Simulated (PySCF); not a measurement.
## Löwdin shares of the frontier orbitals

Compound: BCl (singlet state).
SMILES with atom numbers: `[B:1][Cl:2]`

Theory: TDDFT CAM-B3LYP/aug-cc-pVTZ, vertical, gas phase, core orbitals frozen in the response in PySCF. Geometry: PBE0-D3(BJ)/def2-TZVP; no solvent, vibrations or thermal averaging.

Frontier orbitals with the atoms that hold most of them (Löwdin shares over 4%, at most four atoms):

```tsv
orbital	ε (eV)	atoms
LUMO+2	0.54	B1 80%, Cl2 20%
LUMO+1	-0.78	B1 76%, Cl2 24%
LUMO	-0.78	B1 76%, Cl2 24%
HOMO	-8.90	B1 82%, Cl2 18%
HOMO-1	-12.46	Cl2 76%, B1 24%
HOMO-2	-12.46	Cl2 76%, B1 24%
HOMO-3	-15.82	Cl2 76%, B1 24%
```

Within 0.005 eV of a neighbour in this list lie HOMO-2/HOMO-1 and LUMO/LUMO+1 (point group found: C∞v).

Q: The HOMO–LUMO gap is 8.11 eV. Where does the response calculation put the lowest singlet, and from which orbitals?

A: S1 is at 4.39 eV (f = 0.063), 3.73 eV below the gap, made of HOMO→LUMO/LUMO+1 (≥92%). S1/S2 lie within about 0.01 eV of each other. Without the coupling terms of the response equations the lowest excitation would equal the gap.

Next come S2 at 4.39 eV (f 0.063), HOMO→LUMO/LUMO+1 (≥92%); S3 at 7.11 eV (f 0.015), HOMO→LUMO+2 (89%); S4 at 7.27 eV (f 0.0000), HOMO-2/HOMO-1→LUMO/LUMO+1 (≥95%); S5 at 7.39 eV (f 0.230), HOMO→LUMO+5 (87%).

Orbitals of the list HOMO-3 to LUMO+2 that lie within 0.01 eV of each other are written together with a slash and their weights summed (≥ marks a lower bound); for degenerate orbitals outside that list single weights are arbitrary.
